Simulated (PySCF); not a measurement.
H3P. Atoms are numbered in the order given.

```xyz
4

P      0.0000     0.0000     0.1290
H     -1.0308    -0.5951    -0.6451
H      0.0000     1.1902    -0.6451
H      1.0308    -0.5951    -0.6451
```

The structure is a stationary point at PBE0-D3(BJ)/def2-TZVPD.

Computed with PySCF with M06-2X/def2-TZVPD.

The molecule is in vacuum.

```yaml
total_energy: -343.12170 hartree
point_group: C3v
highest_occupied_level: -8.95 eV
lowest_empty_level: 0.59 eV
orbital_gap: 9.54 eV
dipole_moment: 0.61 D
quadrupole, principal values (traceless, Buckingham form, about the centre of nuclear charge): -2.18, 1.09, 1.09 D·Å
mean_static_polarisability: 30.1 bohr³ (4.46 Å³)
polarisability_principal_values: 29.6, 29.6, 31.0 bohr³
```
